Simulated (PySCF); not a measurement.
# How methods differ on the electron affinity of C

C- [He] 2s2 2p3 (4S) → C [He] 2s2 2p2 (3P), as a difference of total energies. Computed with PySCF 2.14 in def2-TZVPPD (6s3p3d1f, 37 functions), with no relativity, point nucleus. Correlated levels: valence and next inner shell: nothing frozen. The calculations carry no spin-orbit coupling.

```json
{"method": "UHF", "electron affinity (eV)": "0.309", "error (eV)": "-0.953"}
{"method": "MP2 (valence and next inner shell)", "electron affinity (eV)": "1.037", "error (eV)": "-0.225"}
{"method": "SCS-MP2 (valence and next inner shell)", "electron affinity (eV)": "0.780", "error (eV)": "-0.482"}
{"method": "CCSD (valence and next inner shell)", "electron affinity (eV)": "0.923", "error (eV)": "-0.339"}
{"method": "CCSD(T) (valence and next inner shell)", "electron affinity (eV)": "0.971", "error (eV)": "-0.291"}
```

Reference: 1.262 eV (measured; photodetachment measurements, as compiled on the Wikipedia data page of electron affinities).

Errors of the correlated levels include the incompleteness of this basis.
